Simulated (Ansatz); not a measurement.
# Chlorine (Cl₂): vertical ionisation energy

How much energy removes an electron from chlorine (Cl₂) at fixed geometry? The cation is run at each level and the neutral's energy taken from earlier runs.

Computed with Ansatz 0.2.0, Gaussian basis. Level: unrestricted cation, the program's frozen cores in correlated methods.

The runs, in order: UKS PBE-D4/def2-TZVPP; UKS r2SCAN-D4/def2-TZVPP; UKS PBE0-D4/def2-TZVPP; UKS B3LYP-D4/def2-TZVPP; UKS wB97X-V/def2-TZVPP; UKS wB97M-V/def2-TZVPP; UKS B2PLYP/def2-TZVPP; UHF-CCSD(T)/def2-TZVPP; UHF-CCSD(T)/def2-QZVPP; extrapolation to the limit; then −ε(HOMO) from the neutral's earlier runs with LDA (SPW92), PBE-D4, revPBE-D4, BLYP-D4, r2SCAN-D4, B97M-V, PBE0-D4, B3LYP-D4, r2SCANh-D4, r2SCAN0-D4, HSE06-D4, BHLYP-D4, CAM-B3LYP-D4, LC-ωPBE, ωB97X-V, ωB97M-V.

### Step 1. The geometry

An earlier PBE0-D4/def2-TZVP relaxation fixed the geometry.

SMILES `ClCl`, 2 atoms, charge 0, spin multiplicity 1.

Atoms are counted from 1 here; the program's logs count them from 0.

Bond lengths: Cl1–Cl2 1.982 Å.

Coordinates:

```xyz
2
Cl2
Cl    0.8457   -0.2816    0.4336
Cl   -0.8457    0.2816   -0.4336
```

### Step 2. Cation, UKS PBE-D4/def2-TZVPP

File in.yaml:

```yaml
crystal:
  periodic: [false, false, false]
  atoms:
    - {symbol: Cl, position_ang: [0.845691, -0.281595, 0.433600]}
    - {symbol: Cl, position_ang: [-0.845691, 0.281595, -0.433600]}
basis:
  gaussian: {orbitals: def2-TZVPP}
total_charge: 1
magnetization: {spin_polarized: true, initial_magnetization: 1}
hamiltonian: {xc: pbe, dispersion: d4}
```

Run with:

```console
ansatz run in.yaml --threads 2 --pin off --events-out ev --progress --plain --max-ram 32768MiB --backend cpu
```

After this run come: Cation, UKS r2SCAN-D4/def2-TZVPP; Cation, UKS PBE0-D4/def2-TZVPP; Cation, UKS B3LYP-D4/def2-TZVPP; Cation, UKS wB97X-V/def2-TZVPP; Cation, UKS wB97M-V/def2-TZVPP; Cation, UKS B2PLYP (frozen core)/def2-TZVPP; Cation, UHF-CCSD(T)/def2-TZVPP; Cation, UHF-CCSD(T)/def2-QZVPP.

Before running them: what should the planned runs give, taken together? Wanted: ionisation energy, CCSD(T)/CBS; nearest functional by difference; nearest −ε(HOMO); −ε(HOMO) of PBE; T1 of the cation.

As calculated:

| quantity | value |
| --- | --- |
| ionisation energy, CCSD(T)/CBS | 11.68 eV |
| nearest functional by difference | ωB97X-V (-0.12 eV) |
| nearest −ε(HOMO) | LC-ωPBE (-0.19 eV) |
| −ε(HOMO) of PBE | 7.21 eV |
| T1 of the cation | 0.041 |

Energy differences with functionals land within 0.52 eV of the reference. The PBE orbital energy is 4.5 eV too small: a semilocal HOMO is no ionisation energy. Among orbital estimates LC-ωPBE comes nearest. Hartree-Fock falls 0.63 eV short, as the neutral has more correlation energy than the cation. The cation's T1 (from the report) is 0.041, near the customary mark of 0.045 for open shells, so the coupled-cluster value is less safe.
